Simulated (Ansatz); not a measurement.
How far each method lies from UCCSDT(Q) for CH3S, doublet

Geometry: MP2(full)/6-31G*, from the G2/97 set.

```yaml
atoms:
  - { symbol: C, position_ang: [-0.0021, 1.2005, 0.0000] }
  - { symbol: S, position_ang: [-0.0021, -0.5983, 0.0000] }
  - { symbol: H, position_ang: [1.0451, 1.5214, 0.0000] }
  - { symbol: H, position_ang: [-0.4774, 1.6027, 0.8952] }
  - { symbol: H, position_ang: [-0.4774, 1.6027, -0.8952] }
```

Basis cc-pV(T+d)Z; Ansatz 0.2.0. Correlated methods freeze the noble-gas cores, which leaves 13 electrons in 105 orbitals. Prefix R: restricted or restricted open-shell reference; prefix U: unrestricted. Active spaces: valence = (13e, 11o) chosen from the atoms' valence shells.

Full CI isn't at hand for all of this; UCCSDT(Q) serves as the reference, and is uncertain by about the last step of the cluster series. The frozen core follows each run's orbitals, which can shift R against U totals by a few meV.

For open shells CISD is restricted-active-space CI with the open shells as a complete middle space.

The UHF ⟨S²⟩ is 0.764, the T1 diagnostic (RCCSD) is 0.0149 and the largest doubles amplitude (RCCSD) is 0.033. The T1 diagnostic (UCCSD) is 0.0120.

Task: From what is known of these methods and the diagnostics, rank them by the size of their error in total energy against UCCSDT(Q) in cc-pV(T+d)Z, smallest first (an estimate: the text doesn't fix the numbers).
A. RCCSD(T)
B. UCCSDT
C. RHF
D. MRCISD (valence space)
E. RCCSDT(Q)

Result: E (0.05 mEh), B (0.60 mEh), A (1.59 mEh), D (30.77 mEh), C (381.73 mEh).

All errors are against UCCSDT(Q) in cc-pV(T+d)Z. Within each family the higher level lies nearer, as is usual though not guaranteed.

Natural occupations of CASSCF (valence space) about the gap: 1.983 1.977 1.977 1.972 1.001 0.030 0.021 0.021 0.020; effectively unpaired electrons, Σ n²(2−n)², 1.02.

Atomization energy (electronic, same basis, no zero-point term; atoms at the same level, unrestricted beside the R rows where the molecule is a closed shell, with restricted open-shell steps beyond CCSDT(Q)) at UCCSDT(Q): 1558.0 kJ/mol. Errors of other levels:

```tsv
level	error (kJ/mol)
RHF	-355.6
UHF	-368.3
RMP2	3.6
UMP2	3.7
CISD	-98.1
RCCSD	-19.2
UCCSD	-19.8
RCCSD(T)	-0.2
UCCSD(T)	-0.5
BCCD(T)	0.0
RCCSDT	-0.9
UCCSDT	-1.2
RCCSDT(Q)	0.2
CASSCF (valence space)	-172.9
NEVPT2 (valence space)	-41.7
MRCISD (valence space)	-47.0
MRCISD+Q (valence space)	-12.4
```

This basis is far from its limit, so the value isn't to be set against a measured one. Truncated CI isn't size-consistent, which counts against it in atomization.
